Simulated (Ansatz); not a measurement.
## How the volume per atom of Mo (model structure, started from the beta-Sn type, I4₁/amd, No. 141, 2 atoms in the cell) moves with the method

No measured value is used here.

```
level (code)         value (Å³/atom)
-------------------  ---------------
PBE (Ansatz)                   16.90
PBEsol (Ansatz)                  [?]
PBE-D3(BJ) (Ansatz)            16.38
r²SCAN (Ansatz)                16.67
```

Some entries are withheld; supply them.


- PBEsol (Ansatz, an electronic-structure program), value (Å³/atom): 16.34

Ansatz's density-functional and Hartree–Fock values are scalar-relativistic unless marked +SOC, with PAW data made under PBE.

A model structure was made by putting elements into a prototype or built by hand; it is no filed structure, need not be a known phase, and can be a saddle point held by its symmetry.
